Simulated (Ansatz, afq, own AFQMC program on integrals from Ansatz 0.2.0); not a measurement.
**CH4⁺, doublet in 6-31G, levels against full CI**

```yaml
atoms:
  - { symbol: C, position_ang: [0.0000, 0.0000, 0.0000] }
  - { symbol: H, position_ang: [0.3646, 0.7500, 0.7480] }
  - { symbol: H, position_ang: [-0.3742, -0.7450, 0.7482] }
  - { symbol: H, position_ang: [-0.3622, 0.7462, -0.7529] }
  - { symbol: H, position_ang: [0.3718, -0.7512, -0.7433] }
```

Basis 6-31G. Only valence electrons are correlated. Ansatz 0.2.0 and our own AFQMC program on the same integrals; the CISD trial comes from CCSD amplitudes, and released means the phaseless constraint is let go. Free AFQMC starts from the CCSD state and is never constrained. Its projection time is finite, and what remains of the start isn't in its error. Uncertainties: one standard error, sampling alone.

Determinant: UHF, the one that the program's search chose, which needn't be the lowest solution. The geometry is a point of a scan.

Full CI on the same integrals is exact in this basis and with this determinant's frozen core.

```
T1 diagnostic                               : 0.0062
weight of the determinant in the CISD state : 0.950
⟨S²⟩ of the determinant                     : 0.752
size of the correlated space                : 7 electrons in 16 orbitals
```

Reference: full CI, correlation energy -2.817 eV. The released energy is read at 2.40 1/Eh (meV from the phaseless value at times in 1/Eh: 0.9 ± 0.9 at 0.24, 0.3 ± 0.8 at 0.51, -0.6 ± 0.7 at 0.99, 0.4 ± 0.6 at 1.62, 0.0 ± 0.6 at 2.40).

```
         level  E − E(reference) (kcal/mol)  share of correlation (%)
            HF                        64.97                      0.00
           MP2                        13.52                     79.19
          CCSD                         1.20                     98.15
       CCSD(T)                         0.29                     99.55
         CCSDT                         0.07                     99.90
      CCSDT(Q)                         0.01                     99.99
        CCSDTQ                         0.00                    100.00
   ph-AFQMC/HF                 -0.48 ± 0.38                    100.74
 ph-AFQMC/CISD                  0.04 ± 0.02                     99.94
released AFQMC                  0.04 ± 0.01                     99.95
    free AFQMC                  0.00 ± 0.01                     99.99
```

CCSDT and higher add their correlation energy to the determinant of the CCSD(T) run, since their own runs factorise the integrals more tightly (a shift of under 2 meV). Free projections are given only where their last times agree within the noise and don't stop above the reference; a slow remainder of the start can still hide under it. A walk keeps the symmetry of its determinant, which the program's search chose and which needn't be the lowest solution, so a lower state of the same spin and another symmetry isn't excluded. Released energies are given only where the last usable release times agree within the noise; a slower fall can still hide under it.
